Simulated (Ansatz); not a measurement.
Two shapes of doublet C2HO.

Shape 1:

```xyz
4

H    -0.0041   -0.1371    0.0691
C     0.3950    0.3540    0.9423
C     1.1166    0.5130    1.9994
O     1.6527    0.6989    3.0158
```

Shape 2:

```xyz
4

H    -0.2369    0.2429    0.1782
C     0.3214    0.5904    1.0384
C     1.0814    0.4803    2.0005
O     1.7490    0.5221    2.9359
```

Basis set: def2-SVP (spherical functions). Correlated methods keep 3 orbitals frozen. Charge 0, multiplicity 2.

Computed with Ansatz (development build ahead of 0.2.0); each method stands on the lowest determinant of its kind that the runs found.

(1) Which shape is lower in energy, and by how much in each method?

Answers

(1)

```csv
method,E(2) − E(1) (eV)
UHF,0.028
UHF-MP2,0.159
PBE0 (unrestricted),0.121
```

Shape 1 is lower.
